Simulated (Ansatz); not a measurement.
Geometry optimisation, RKS revPBE-D4/def2-SVP in Ansatz.

Input:

```yaml
crystal:
  periodic: [false, false, false]
  atoms:
    - { symbol: Si, position_ang: [0.260354, -0.020748, 0.051657] }
    - { symbol: "N", position_ang: [0.801911, -0.176695, 1.733242] }
    - { symbol: H, position_ang: [0.161664, -0.216598, 2.532283] }
    - { symbol: H, position_ang: [1.620921, 0.386765, 1.972009] }
    - { symbol: H, position_ang: [1.650597, 0.074605, -0.387423] }
    - { symbol: O, position_ang: [-0.609351, 1.347638, -0.423695] }
    - { symbol: H, position_ang: [-1.550102, 1.17615, -0.601454] }
    - { symbol: H, position_ang: [-0.515094, -1.251517, -0.345619] }
basis:
  gaussian: { orbitals: def2-SVP }
hamiltonian:
  xc: revpbe
  dispersion: d4
relax:
  f_tol: 0.03
  max_steps: 50
```

Command:

```bash
$ ansatz run input.yaml --threads 1 --pin off --max-ram 2048MiB --backend cpu --events-out ev --progress --plain --runs-dir out
```

Task: Where does it end, and by what steps?

Result: It converged. The force dipped under the threshold on the way, but the program's further checks kept it going. After 12 steps the energy has fallen by 0.213 eV; H7 moved furthest, 0.44 Å.

```
step  energy less start (eV)  largest force component (eV/Å)  accepted
   0                  0.0000                           1.339       yes
   1                 -0.1626                           0.589       yes
   2                 -0.1810                           0.251       yes
   3                 -0.1926                           0.135       yes
   4                 -0.2003                           0.292       yes
   5                 -0.1986                           0.757        no
   6                 -0.2049                           0.087       yes
   7                 -0.2105                           0.068       yes
   8                 -0.2059                           0.237        no
   9                 -0.2121                           0.025       yes
  10                 -0.2124                           0.155       yes
  11                 -0.2125                           0.042       yes
  12                 -0.2128                           0.007       yes
```

```xyz
8
Properties=species:S:1:pos:R:3
Si 0.357 -0.066 0.024
N 0.755 -0.099 1.718
H 0.069 -0.427 2.402
H 1.348 0.629 2.125
H 1.630 -0.006 -0.760
O -0.502 1.274 -0.555
H -1.412 1.349 -0.216
H -0.424 -1.335 -0.206
```

Run time: 14 s on 1 thread of Intel(R) Xeon(R) Platinum 8488C (Sapphire Rapids), on a shared host, peak memory 0.15 GiB.
